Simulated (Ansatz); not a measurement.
**CCSD/6-31G run of [NH4]+ (ammonium)**

What is the energy change on altering one bond length of [NH4]+ (ammonium) at CCSD/6-31G? 

The results are computed with Ansatz 0.2.0.

2 further runs of the same task are left out: 2 set aside as unsound or not needed.

## (1) Starting point

[NH4]+ has 5 atoms, charge +1, and is taken as a singlet. SMILES: `[NH4+]`. The coordinates come from a PBE0-D4/def2-TZVP relaxation.

Bond lengths: N1–H2 1.024 Å, N1–H3 1.024 Å, N1–H4 1.024 Å, N1–H5 1.024 Å. Angles: H2–N1–H3 109.5°, H2–N1–H4 109.5°, H2–N1–H5 109.5°, H3–N1–H4 109.5°, H3–N1–H5 109.5°, H4–N1–H5 109.5°.

## (2) A single-point energy at CCSD/6-31G

The input, job.yaml:

```yaml
crystal:
  periodic: [false, false, false]
  atoms:
    - symbol: N
      position_ang: [0.000010, 0.000010, -0.000000]
    - symbol: H
      position_ang: [0.453330, -0.447860, 0.801010]
    - symbol: H
      position_ang: [-0.972430, 0.216180, 0.235210]
    - symbol: H
      position_ang: [0.023940, -0.633460, -0.803650]
    - symbol: H
      position_ang: [0.495160, 0.865130, -0.232580]
basis:
  gaussian: {orbitals: 6-31G}
total_charge: 1
magnetization: {spin_polarized: false}
correlation: {method: ccsd, frozen_orbitals: {H: 0, "N": 1}}
accuracy: high
scf: {omitted_lower_state_checks: [cluster_reference, increment]}
```

Launch:

```console
ansatz run job.yaml --threads 1 --pin off --max-ram 3480MiB --events-out events.jsonl --progress --plain --runs-dir runs
```

The program printed, shortened:

```text
Warning: RAYON_NUM_THREADS=1 ignored (pool sized by the plan → 1); use --threads N
Functional definition: HF
  name "HF"
[...]
407 factors; integrals over basis functions are off by at most 3.2e-9 eV
[...]
mean field -1537.88001274 eV, -56.5160480556 hartree, gradient 1.4e-8 eV, S^2 0.000000; 0 other end points of the search recorded, 0 dependent functions left out
1 core orbitals not correlated: weight in the atoms' cores, before any rotation towards them, 1.000 or more for the frozen orbitals, at most 0.000 for the correlated occupied ones
reference -1537.88001274 eV, -56.5160480556 hartree; 4, 4 occupied and 12, 12 virtual orbitals, 407 factors
second order -3.19808462 eV of doubles, -0.00000000 eV of singles
cycle   1  -3.45625176 eV  change   -2.6e-1 eV  update   3.7e-2
[...]
cycle  15  -3.60893513 eV  change   3.5e-10 eV  update  6.8e-10
Total energy: -1541.48894787 eV, -56.6486739754 hartree
Checks for a lower state left out: cluster_reference, increment
```

It took 0.14 s on 1 thread of Arm Neoverse V1, shared host.

## (3) The distorted shape, same level

The input, job.yaml:

```yaml
crystal:
  periodic: [false, false, false]
  atoms:
    - {symbol: "N", position_ang: [-0.113334, 0.111992, -0.200278]}
    - {symbol: H, position_ang: [0.453330, -0.447860, 0.801010]}
    - {symbol: H, position_ang: [-1.085774, 0.328162, 0.034932]}
    - {symbol: H, position_ang: [-0.089404, -0.521478, -1.003928]}
    - {symbol: H, position_ang: [0.381816, 0.977112, -0.432858]}
basis:
  gaussian:
    orbitals: 6-31G
total_charge: 1
correlation:
  method: ccsd
  frozen_orbitals: {H: 0, "N": 1}
accuracy: high
scf:
  omitted_lower_state_checks: [cluster_reference, increment]
```

Launch:

```console
ansatz run job.yaml --threads 1 --pin off --max-ram 3480MiB --events-out events.jsonl --progress --plain --runs-dir runs
```

The program printed, shortened:

```text
Warning: RAYON_NUM_THREADS=1 ignored (pool sized by the plan → 1); use --threads N
Functional definition: HF
  name "HF"
[...]
409 factors; integrals over basis functions are off by at most 3.1e-9 eV
[...]
mean field -1536.87975202 eV, -56.4792891522 hartree, gradient 1.1e-8 eV, S^2 0.000000; 0 other end points of the search recorded, 0 dependent functions left out
1 core orbitals not correlated: weight in the atoms' cores, before any rotation towards them, 1.000 or more for the frozen orbitals, at most 0.000 for the correlated occupied ones
reference -1536.87975202 eV, -56.4792891522 hartree; 4, 4 occupied and 12, 12 virtual orbitals, 409 factors
second order -3.39505478 eV of doubles, -0.00000000 eV of singles
cycle   1  -3.64108852 eV  change   -2.5e-1 eV  update   4.3e-2
[...]
cycle  17  -3.83282261 eV  change  -4.9e-10 eV  update  3.6e-10
Total energy: -1540.71257463 eV, -56.6201427852 hartree
Checks for a lower state left out: cluster_reference, increment
```

It took 0.14 s on 1 thread of Arm Neoverse V1, shared host.

## (4) Outcome

At CCSD/6-31G, 1 core orbital frozen:

```
                                                         quantity         value
                                        first shape: total energy  -56.64867 Eh
          first shape: correlation energy (1 core orbital frozen)    -132.6 mEh
                                       first shape: T1 diagnostic         0.006
                                    distorted shape: total energy  -56.62014 Eh
      distorted shape: correlation energy (1 core orbital frozen)    -140.9 mEh
                                   distorted shape: T1 diagnostic         0.009
energy change with the N1–H2 bond stretched from 1.024 to 1.279 Å      0.776 eV
```

What this shows: With the N1–H2 bond stretched from 1.024 to 1.279 Å the energy rises by 0.78 eV (74.9 kJ/mol). The first shape isn't relaxed at this level, so the change isn't measured from a minimum.
